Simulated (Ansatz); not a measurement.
ethylene (SMILES C=C) moved off its minimum; all values from Ansatz (an electronic-structure program), cores frozen in correlated methods.
(charge 0, multiplicity 1)
```xyz
6

C     -0.6234    -0.0360    -0.0028
C      0.6893     0.0103     0.0306
H     -1.2493     0.9005     0.0873
H     -1.2276    -0.9623    -0.1641
H      1.2088    -0.8125    -0.0752
H      1.2588     0.9931     0.1191
```

| level | largest force (eV/Å) | on atom | rms difference from CCSD(T)/aug-cc-pVTZ (eV/Å) | dipole (D) |
|---|---|---|---|---|
| HF/def2-TZVPP | 5.46 | C2 | 0.409 | 0.10 |
| PBE/def2-TZVPP | 5.24 | C2 | 0.233 | 0.09 |
| r2SCAN/def2-TZVPP | 5.25 | C2 | 0.259 | 0.09 |
| B3LYP/def2-TZVPP | 5.21 | C2 | 0.263 | 0.09 |
| wB97M-V/def2-TZVPP | 5.29 | C2 | 0.291 | 0.09 |
| MP2/aug-cc-pVTZ | 5.24 | C2 | 0.075 | 0.08 |
| CCSD(T)/aug-cc-pVTZ | 5.16 | C2 | 0.000 | 0.09 |

The differences count from one level among others, with limits of its own. Forces at CCSD(T)/aug-cc-pVTZ (eV/Å):

| atom | Fx | Fy | Fz |
|---|---|---|---|
| C1 | -3.010 | 0.775 | -0.137 |
| C2 | -0.551 | 5.115 | 0.452 |
| H3 | 0.780 | -1.088 | -0.078 |
| H4 | 0.811 | 0.701 | 0.248 |
| H5 | 2.858 | -4.087 | -0.478 |
| H6 | -0.887 | -1.415 | -0.006 |
